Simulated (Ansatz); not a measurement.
# S2O: how energies converge with the basis set

The task here is to estimate one member of a computed series from the others.

The runs use Ansatz 0.2.0, Gaussian basis; one geometry, several basis sets.

The runs, in order: PBE0-D4/def2-SVP; ωB97M-V/def2-SVP; PBE0-D4/def2-QZVPP; ωB97M-V/def2-QZVPP; CCSD(T)/cc-pV(D+d)Z; CCSD(T)/cc-pV(T+d)Z; CCSD(T)/cc-pV(Q+d)Z; the functionals' def2-TZVPP values are taken from earlier runs.

## Structure used throughout

The geometry comes from an earlier relaxation with PBE0-D4 in a triple-zeta def2 set; it is a stationary point.

SMILES `O=S=S`, 3 atoms, charge 0, spin multiplicity 1.

Atoms are counted from 1 here; the program's logs count them from 0.

Bond lengths: O1–S2 1.453 Å, S2–S3 1.880 Å. Angles: O1–S2–S3 117.8°.

Set-up of the first run:

The input, in.yaml:

```yaml
crystal:
  periodic: [false, false, false]
  atoms:
    - {symbol: O, position_ang: [0.452030, 1.203823, 0.493268]}
    - {symbol: S, position_ang: [0.529077, -0.205692, 0.148877]}
    - {symbol: S, position_ang: [-0.981097, -0.998131, -0.642146]}
basis:
  gaussian: {orbitals: def2-SVP}
hamiltonian: {xc: pbe0, dispersion: d4}
output: {orbitals: {seedname: orbitals}}
```

Launch:

```
$ ansatz run in.yaml --threads 4 --pin off --events-out ev --progress --plain --max-ram 10444MiB
```

Among the steps run: PBE0-D4 in def2-SVP; ωB97M-V in def2-SVP; PBE0-D4 in def2-QZVPP; ωB97M-V in def2-QZVPP.

One table of the session follows, with a row left open; its other results are not shown here.

It belongs to the step «Density functionals: the series». 

```
functional       basis  HOMO (eV)  LUMO (eV)
   PBE0-D4    def2-SVP      -8.00      -3.86
   PBE0-D4  def2-TZVPP      -8.13      -3.92
   PBE0-D4  def2-QZVPP          ?          ?
   ωB97M-V    def2-SVP     -10.09      -1.62
   ωB97M-V  def2-TZVPP     -10.27      -1.73
   ωB97M-V  def2-QZVPP     -10.36      -1.83
```

Q: Estimate the row for PBE0-D4, def2-QZVPP from the others.

As computed: HOMO (eV): -8.19; LUMO (eV): -3.99. In the column «HOMO (eV)» it lies between ωB97M-V, def2-SVP (-10.09) and PBE0-D4, def2-TZVPP (-8.13).
